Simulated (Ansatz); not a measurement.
Input for Ansatz (development build ahead of 0.2.0):

```yaml
crystal:
  periodic: [false, false, false]
  atoms:
    - { symbol: Cl, position_ang: [0.0, 0.0, 0.0] }
    - { symbol: H, position_ang: [1.57908, 0.0, 1.32501] }
    - { symbol: H, position_ang: [-1.57908, 0.0, 1.32501] }
basis:
  gaussian: { orbitals: "6-31G" }
magnetization:
  initial_magnetization: 1
hamiltonian:
  xc: hf
correlation:
  method: fci
  frozen_orbitals: { Cl: 5, H: 0 }
```

The input is written out in the form of the current development build from the run's settings.

Results

```json
{
  "Converged": "yes",
  "Total energy": "-460.50598 hartree",
  "State": "lowest doublet root, of any spatial symmetry"
}
```
